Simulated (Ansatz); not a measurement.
Ideal-gas functions of tetrafluoroethylene, C2F4 at 400 K and 1 bar, from an Ansatz frequency run at PBE0-D4/def2-TZVP.

Molar mass 100.01 g/mol, point group D2h (symmetry number 4), electronic degeneracy 1, moments of inertia 91.033, 155.318, 246.35 u Å². Harmonic wavenumbers (cm⁻¹, unscaled): 203, 211, 403, 429, 561, 563, 570, 814, 1217, 1372, 1374, 1943.

Use S(trans) = R[1.5 ln M + 2.5 ln T − 1.1517]; rotational temperatures θ = 24.2544 K / I; S(rot) = R[ln(√π/σ · √(T³/θAθBθC)) + 1.5]; for each mode x = 1.438777 ν̃/T, S = R[x/(eˣ − 1) − ln(1 − e⁻ˣ)] and H = RT x/(eˣ − 1); 1 cm⁻¹ = 0.0119627 kJ/mol; R = 8.31446 J/(mol·K).

Task: By hand: the entropy, in J/(mol·K).

Result: Translation 172.4. Rotation: θ = 0.2664, 0.1562, 0.0985 K, giving 103.3. Vibration, mode by mode: 11.11, 10.80, 5.92, 5.49, 3.76, 3.74, 3.66, 1.83, 0.57, 0.36, 0.36, 0.06, in all 47.7. Electronic 0.0. Sum 323.4 J/(mol·K).

Task: By hand: H − E and G − E in kJ/mol, counted from the electronic energy.

Result: Zero-point energy ½ × 9660 × 0.0119627 = 57.8; thermal vibration 11.4; translation, rotation and pV give 4 RT = 13.3. H − E = 82.5 kJ/mol, and G − E = 82.5 − 400 × 323.4/1000 = -46.9 kJ/mol.

Vibration gives 15 % of the entropy.
